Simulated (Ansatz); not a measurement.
# SiH₂Cl− (SMILES [SiH2-]Cl): one structure at several levels

An exercise on one series of results from a longer session: the logs are not shown, and one member is left open.

The runs use Ansatz 0.2.0, Gaussian basis; single points in def2-TZVPPD.

Correlated methods freeze the cores. B3LYP uses VWN-RPA correlation.

## Starting geometry

SMILES `[SiH2-]Cl`, 4 atoms, charge -1, spin multiplicity 1.

Atoms are counted from 1 here; the program's logs count them from 0.

Bond lengths: Si1–Cl2 2.303 Å, Si1–H3 1.438 Å, Si1–H4 1.497 Å. Angles: Cl2–Si1–H3 96.7°, Cl2–Si1–H4 94.3°, H3–Si1–H4 97.1°.

Geometry (Å):

```xyz
4

Si   -0.4852    0.4131    0.2752
Cl    1.6894   -0.1400    0.7941
H    -0.9749   -0.9324    0.1471
H    -0.1996    0.6454   -1.1759
```

Set-up of the first run:

Input file run/in.yaml:

```yaml
crystal:
  periodic: [false, false, false]
  atoms:
    - {symbol: Si, position_ang: [-0.485200, 0.413100, 0.275200]}
    - {symbol: Cl, position_ang: [1.689400, -0.140000, 0.794100]}
    - {symbol: H, position_ang: [-0.974900, -0.932400, 0.147100]}
    - {symbol: H, position_ang: [-0.199600, 0.645400, -1.175900]}
basis:
  gaussian: {orbitals: "def2-TZVPPD.json"}
total_charge: -1
correlation: {method: ccsd_t}
output: {forces: true}
```

The basis file named in the input lies beside it (Basis Set Exchange, JSON).

The command line of these runs was not kept.

Steps of the session up to this table: CCSD(T)/def2-TZVPPD; PBE0-D4/def2-TZVPPD; wB97M-V/def2-TZVPPD; r2SCAN-D4/def2-TZVPPD; PBE-D4/def2-TZVPPD; B3LYP-D4/def2-TZVPPD; r2SCAN0-D4/def2-TZVPPD.

One of the session's tables, all rows but one given; the rest of the session is left out.

| method | RMS force component (eV/Å) | angle to CCSD(T) forces (°) |
| --- | --- | --- |
| CCSD(T) | 0.757 | reference |
| PBE0-D4 | 0.811 | 3.3 |
| wB97M-V | 0.743 | 1.5 |
| r2SCAN-D4 | 0.798 | 2.2 |
| PBE-D4 | 0.875 | 5.1 |
| B3LYP-D4 | 0.756 | 4.6 |
| r2SCAN0-D4 | ? | ? |

Q: Estimate the row for r2SCAN0-D4 from the others.

As computed: RMS force component (eV/Å): 0.761; angle to CCSD(T) forces (°): 5.3. In the column «RMS force component (eV/Å)» it lies between CCSD(T) (0.757) and r2SCAN-D4 (0.798).
